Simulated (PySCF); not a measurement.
Isomers of C5H12O, from PBE0-D3(BJ)/def2-SVP geometry optimisation, gas phase in PySCF 2.14.0. One conformer each, no zero-point energy, no frequencies.

Question: Which is lower in electronic energy at this level?
A. `[CH3:1][CH2:2][CH2:3][CH2:4][CH2:5][OH:6]` with C1–C2–C3–C4 180°, C2–C3–C4–C5 -179°, C3–C4–C5–O6 -177°, C4–C5–O6–H -60°: A = 15726, B = 1139, C = 1101 MHz, dipole 1.66 D
B. `[CH3:1][CH2:2][CH:3]([OH:4])[CH2:5][CH3:6]` with C1–C2–C3–O4 -57°, C2–C3–O4–H -62°, C2–C3–C5–C6 -177°: A = 7412, B = 1905, C = 1661 MHz, dipole 1.49 D

Answer: B. That is `CCC(O)CC`, 4.7 kcal/mol below the other.

```csv
SMILES,mapped SMILES,E (Eh),relative (kcal/mol),relative (kJ/mol),dipole (D)
CCC(O)CC,[CH3:1][CH2:2][CH:3]([OH:4])[CH2:5][CH3:6],-272.47334,0.0,0.0,1.49
CCCCCO,[CH3:1][CH2:2][CH2:3][CH2:4][CH2:5][OH:6],-272.46590,4.7,19.5,1.66
```
